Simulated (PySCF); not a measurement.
**Electronic absorption of (H3Si)2O**

(H3Si)2O.
Cartesian coordinates in Å at the PBE0-D3(BJ)/def2-SVP level; atoms count from 1:
```
atom  x, y, z in Å
Si1   -0.9370   -1.1319    0.6114
H2    -1.0702   -0.6686    2.0261
H3    -0.6653   -2.5964    0.5918
H4    -2.2155   -0.8532   -0.1110
O5     0.3237   -0.3554   -0.1288
Si6    0.9864    1.0766   -0.6314
H7     2.3586    0.8078   -1.1454
H8     0.1571    1.6780   -1.7195
H9     1.0620    2.0431    0.5067
```

Theory: PySCF, TDDFT wB97X-D/def2-SVPD, vertical, gas phase, core orbitals frozen in the response.

**Question.** Predict the UV-vis stick spectrum at this level.

**Answer.** 

```tsv
state	λ (nm)	E (eV)	f	main configurations (H = HOMO, L = LUMO)
S1	170.2	7.29	0.0004	H→L (94%)
S2	166.5	7.44	0.0007	H-1→L (93%)
S3	150.1	8.26	0.0000	H-2→L (58%), H→L+2 (15%), H→L+4 (12%)
S4	148.5	8.35	0.0029	H-3→L (57%), H-1→L+4 (13%), H-1→L+2 (13%)
S5	145.2	8.54	0.033	H→L+1 (59%), H→L+3 (30%)
S6	141.6	8.76	0.130	H→L+3 (50%), H→L+1 (29%)
S7	141.4	8.77	0.182	H-1→L+1 (84%), H-3→L+2 (9%)
S8	137.1	9.05	0.0001	H→L+2 (55%), H-2→L+1 (22%), H-2→L (8%)
S9	136.4	9.09	0.0063	H-1→L+3 (41%), H-1→L+6 (23%), H→L+7 (10%)
S10	135.7	9.14	0.0027	H-1→L+2 (53%), H-3→L+1 (25%)
```

Triplets, Tamm–Dancoff:

```csv
state,E (eV),λ (nm),"main configurations (H = HOMO, L = LUMO)"
T1,7.00,177.1,H→L (91%)
T2,7.15,173.4,H-1→L (89%)
T3,7.88,157.4,"H-2→L (56%), H→L+4 (13%), H→L+2 (12%)"
T4,7.93,156.3,"H-3→L (56%), H-1→L+4 (14%), H-1→L+2 (10%)"
```

The lowest singlet lies at 7.29 eV (170 nm, vacuum ultraviolet) and is dark (f under 0.0005); its leading configuration is HOMO→LUMO (94%). The most intense listed level is S7 at 8.77 eV (141 nm, f = 0.182), 1.48 eV above S1. Löwdin shares by element: HOMO oxygen 35%, silicon 28%, hydrogen 10% or more (atoms not listed hold the other 27%); LUMO silicon 48%, oxygen 13%, hydrogen 7% or more (atoms not listed hold the other 32%). Of the 10 states listed, 3 reach f = 0.01 and 3 stay under 0.0005. Weighted by f, the mean energy of these states is 8.74 eV. Orbital energies (eV): HOMO-3 -11.76, HOMO-2 -11.74, HOMO-1 -10.69, HOMO -10.57, LUMO 1.48, LUMO+1 2.10, LUMO+2 2.48. Only the lowest 10 singlets were computed, as vertical energies without vibronic structure.

On an x86-64 server with one thread (shared host), this took 8.1 s.
